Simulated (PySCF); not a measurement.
Input of a run (PBE0-D3(BJ)/def2-SVP geometry optimisation, gas phase (PySCF 2.14.0)), started from GFN2-xTB:
```
{"job": {"xc": "PBE0", "basis": "def2-SVP", "d3": "d3bj", "grid": 1, "kind": "geom"}, "charge": 0, "multiplicity": 1}
C     -1.129558     0.130833     0.085938
C     -0.269991     1.216172    -0.011321
N      1.041172     1.066879    -0.115498
C      1.497398    -0.172206    -0.121136
N      0.777272    -1.275489    -0.032252
C     -0.533460    -1.122374     0.071303
H     -2.197039     0.254227     0.169035
H     -0.632623     2.236532    -0.005989
H      2.569343    -0.296098    -0.206848
H     -1.113632    -2.033821     0.144239
```

Output (energies in Eh, forces in Eh/bohr):
```
step   0  E = -263.82903186  max force = 0.010407
step   1  E = -263.82997412  max force = 0.001594
step   2  E = -263.82997936  max force = 0.000492
step   3  E = -263.82997566  max force = 0.001264
step   4  E = -263.82998031  max force = 0.000401
optimisation converged
```

Q: Summarise the run.

A: The energy falls by 2.5 kJ/mol over 5 energy and gradient evaluations, the largest force component goes from 0.0104 to 4.0e-04 Eh/bohr, and the atoms move by 0.015 Å rms after alignment. Among the bonds, C1–H7, C2–H8, C4–H9 and C6–H10 change most and about equally (+0.013 to +0.014 Å). Bonds longer at the end by more than 0.005 Å: 8 of 10; shorter: 0. The energy rose by more than 1e-6 Eh at step 3. The first step brought 99 % of the lowering.

Q: What are the final bond lengths?

A: C1–C2 1.393 Å, C2–N3 1.330 Å, N3–C4 1.330 Å, C4–N5 1.330 Å, N5–C6 1.330 Å, C1–C6 1.393 Å, C1–H7 1.091 Å, C2–H8 1.096 Å, C4–H9 1.097 Å, C6–H10 1.096 Å. Numbering counts from 1 in the input's order; the species is `c1cncnc1`.

The run used 104 basis functions and 30 SCF cycles in all.

No PBE0-D3(BJ)/def2-SVP frequencies stand behind this structure, so it isn't proved a minimum.
